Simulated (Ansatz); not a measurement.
A made-up structure of CH4NaS (charge +1), singlet:

C1  (-0.694, 0.484, -0.224)
S2  (1.027, 0.156, 0.239)
Na3  (1.291, -2.065, 1.823)
H4  (2.208, -0.234, 0.789)
H5  (-0.712, 1.273, -0.973)
H6  (-1.192, 0.844, 0.676)
H7  (1.475, -0.285, -0.948)
(Å)

It is relaxed with PBE-D4/def2-SVP and then PBE0-D4/def2-TZVP (Ansatz 0.2.0). Atoms count as bonded within 1.22 times the sum of their covalent radii (H–H: 0.88 Å). The end point is not checked to be a true minimum.

(1) Does its bonding change? (Judge from chemistry; the calculation decides.)

## Answers

(1) The calculation gives: Yes. Formed: C1–Na3; broken: S2–Na3, Na3–H4.

Where it ends: The first stage lowers the energy by 3.34 eV in 21 steps. It ends as CH₄NaS ([Na][CH2][SH2]), total charge +1:
C1  (-0.081, 0.022, 0.425)
S2  (1.597, 0.358, 0.253)
Na3  (-0.880, -2.152, 1.116)
H4  (1.809, 1.478, -0.502)
H5  (-0.651, 0.314, -0.457)
H6  (-0.393, 0.602, 1.298)
H7  (2.002, -0.447, -0.750)
(Å)

Labels in which every atom is bracketed show which atoms are joined, not bond orders.

For scale, one of the runs: PBE0-D4/def2-TZVP relaxation, 124 basis functions, launched by `ansatz run in.yaml --threads 2 --pin off --events-out ev --progress --plain --max-ram 4352MiB`. Hardware: 2 CPU threads of an Arm Neoverse V1, shared host. Wall time about 17 s.
